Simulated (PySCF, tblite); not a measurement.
**C2H9NO, a complex of two parts: NMR shifts, interaction energy, spin-spin couplings and core binding energies**

Aim: the NMR shifts, interaction energy, spin-spin couplings and core binding energies of `CO` with `CN`.

Programs: tblite 0.8.0 and PySCF 2.14.0. All values are calculated, for the isolated system unless a continuum is named. Atoms count from 0, parts from 1.

## 1. Starting point

13 atoms, charge 0, multiplicity 1; geometry: rigid parts in contact. Parts: 1 = atoms 0–5, `CO`, charge 0; 2 = atoms 6–12, `CN`, charge 0.

## 2. Search for minima with GFN2-xTB

What the job is given:

```
{"job": {"kind": "dock", "xc": "GFN2-xTB", "basis": "xTB"}, "charge": 0, "multiplicity": 1, "parts": [{"atoms": "0-5", "charge": 0, "multiplicity": 1}, {"atoms": "6-12", "charge": 0, "multiplicity": 1}]}
C     -0.360200    -0.033623    -0.030165
O      0.990196    -0.407932    -0.147893
H     -0.646526     0.126810     1.014902
H     -0.580990     0.873245    -0.603494
H     -0.946099    -0.857239    -0.433787
H      1.543620     0.298739     0.200437
C      4.503239     0.531436    -0.323254
N      4.818172     1.850374     0.197512
H      5.104503    -0.283337     0.105844
H      3.452486     0.323056    -0.124572
H      4.654621     0.537706    -1.402155
H      4.675936     1.872866     1.201913
H      5.791577     2.076084     0.020519
```

With the program's defaults for keys left out, this is: GFN2-xTB search for minima from random contacts, gas phase.

Launch:

```sh
OMP_NUM_THREADS=1 python cluster_run.py task.json out
```

The driver reads the jobs from task.json and runs them one after another.

**Question.** The jobs that follow are: PBE0-D3(BJ)/def2-SVPD geometry optimisation, gas phase; GIAO PBE0/pcSseg-2 NMR shielding, non-relativistic, gas phase; wB97M-D3(BJ)/def2-TZVPD interaction energy, counterpoise and uncorrected, gas phase; PBE0-D3(BJ)/def2-TZVPD interaction energy, counterpoise and uncorrected, gas phase; MP2/def2-TZVPD interaction energy, counterpoise and uncorrected, gas phase; B3LYP/pcJ-1 indirect spin-spin coupling, non-relativistic, gas phase; delta-SCF UKS SCAN, pcX-2 on the ionised atom, pcseg-1 elsewhere, spin-free X2C. Predict: binding energy (GFN2-xTB); point group; rotational constants (main isotopes); shieldings of C, H (PBE0/pcSseg-2); largest proton shift on binding; interaction energy, counterpoise (wB97M-D3(BJ)/def2-TZVPD); superposition error; binding energy (with deformation); largest coupling of the table (B3LYP/pcJ-1); C1s binding energies, SCAN/pcX-2 (standing for 1 of 2 atoms); O1s binding energies, SCAN/pcX-2; N1s binding energies, SCAN/pcX-2.

**Answer**, as computed:

```
                                                    quantity                                                                                  value
                                   binding energy (GFN2-xTB)                                                                         -5.57 kcal/mol
                                                 point group                                                                                     C1
                        rotational constants (main isotopes)                                                                  16.48, 2.34, 2.24 GHz
                          shieldings of C, H (PBE0/pcSseg-2)  C0 132.4, C6 153.9, H5 25.4, H2 27.9, H3 27.9, H4 27.9, H8 28.7, H9 28.9 ppm and more
                             largest proton shift on binding                                                                          H5, +6.40 ppm
  interaction energy, counterpoise (wB97M-D3(BJ)/def2-TZVPD)                                                                         -7.74 kcal/mol
                                         superposition error                                                                          0.17 kcal/mol
                           binding energy (with deformation)                                                                         -7.30 kcal/mol
                 largest coupling of the table (B3LYP/pcJ-1)                                                                ¹J(C,H) C0–H4, 147.3 Hz
C1s binding energies, SCAN/pcX-2 (standing for 1 of 2 atoms)                                                                           C0 291.60 eV
                            O1s binding energies, SCAN/pcX-2                                                                           O1 537.30 eV
                            N1s binding energies, SCAN/pcX-2                                                                           N7 405.73 eV
 range of the interaction energy over the runs of this table                                                                -8.54 to -7.33 kcal/mol
```

**Reading.** In the structure that the search hands on, at its xTB geometry, the leading contact, judged by the atoms' radii, is H5···N7 (hydrogen bond, 1.88 Å). A later relaxation moves these distances. Over 9 steps the energy fell by 0.059 eV; of the close pairs, C0–O1 changed most, 1.366 to 1.396 Å. At PBE0/pcSseg-2: The widest tensor belongs to O1: span 115 ppm, with a paramagnetic part of -58 ppm. On binding (GIAO PBE0/pcSseg-2 NMR shielding, non-relativistic, gas phase), H5 moves most among the protons, 6.40 ppm downfield. Of the attraction, electrostatic 63 %, orbital 31 %, dispersion 6 %; Pauli repulsion takes back 16.47 kcal/mol. A part with a negative deformation was relaxed at another level. In the run at B3LYP/pcJ-1, the largest coupling of the table is C0–H4, 147.3 Hz, of which the Fermi-contact term gives 146.1 Hz. Binding moves the O1s level of O1 by -1.70 eV. The interaction energy runs from -8.54 (PBE0-D3(BJ)/def2-TZVPD) to -7.33 kcal/mol (MP2/def2-TZVPD).
